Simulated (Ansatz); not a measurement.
Geometry optimisation, RKS B3LYP-D4/def2-mTZVP in Ansatz 0.2.0.

Input file:

```yaml
crystal:
  periodic: [false, false, false]
  atoms:
    - { symbol: B, position_ang: [0.0, 0.0, 0.0] }
    - { symbol: H, position_ang: [0.0, 0.0, 1.54] }
    - { symbol: "N", position_ang: [1.3423, 0.0, -0.775] }
    - { symbol: H, position_ang: [1.8089, -0.9179, -1.0268] }
    - { symbol: H, position_ang: [1.7937, 0.9179, -1.0532] }
    - { symbol: H, position_ang: [-1.0305, 0.0, -0.595] }
    - { symbol: "N", position_ang: [0.0829, 1.7537, 0.5833] }
    - { symbol: H, position_ang: [0.4765, 1.9752, 1.5423] }
    - { symbol: H, position_ang: [-0.2631, 2.537, -0.0414] }
    - { symbol: H, position_ang: [0.0424, 0.8968, 1.5631] }
basis:
  gaussian: { orbitals: def2-mTZVP }
hamiltonian:
  xc: b3lyp
  dispersion: d4
relax:
  f_tol: 0.15
  max_steps: 25
  restrain:
    - { distance: [0, 6], at: 2.75, k: 30.0 }
    - { distance: [9, 1], at: 1.86, k: 30.0 }
    - { distance: [0, 1], at: 1.19, k: 30.0 }
    - { distance: [9, 6], at: 1.06, k: 30.0 }
output:
  orbitals: {}
```

Run as:

```bash
$ ansatz run input.yaml --threads 1 --pin off --max-ram 2048MiB --backend cpu --events-out ev --progress --plain --runs-dir out
```

Task: Where does it end, and by what steps?

Result: The forces met the threshold. The restraints hold the end off the free minimum; the threshold counts their pulls, which the force column leaves out. Restrained pairs: B1–N7 (1.85 → 2.76 Å), H2–H10 (0.90 → 1.87 Å), B1–H2 (1.54 → 1.19 Å), N7–H10 (1.30 → 1.03 Å). After 14 steps the energy has fallen by 5.229 eV (the restraints' own energy left out); H5 moved furthest, 1.04 Å.

```csv
step,energy less start (eV),largest force component (eV/Å),accepted
0,0.0000,4.969,yes
1,0.1513,4.031,yes
2,-0.3351,5.341,yes
3,-1.7932,3.978,yes
4,-3.1497,3.784,yes
5,-3.8171,2.789,yes
6,-4.2915,2.358,yes
7,-4.6996,1.478,yes
8,-5.0466,1.138,yes
9,-5.1969,0.994,yes
10,-5.2182,0.970,yes
11,-5.1839,1.257,no
12,-5.2231,0.985,yes
13,-5.2236,0.968,yes
14,-5.2286,0.971,yes
```

```xyz
10
Properties=species:S:1:pos:R:3
B 0.076 -0.088 -0.190
H -0.113 -0.525 0.902
N 1.347 -0.190 -0.750
H 2.139 -0.600 -0.276
H 1.566 0.122 -1.685
H -0.813 0.356 -0.844
N -0.002 2.192 1.367
H 0.905 2.258 0.916
H -0.706 2.438 0.679
H -0.146 1.200 1.619
```

The run took 41 s on 1 thread of Arm Neoverse V1 (shared host), peak memory 0.13 GiB.
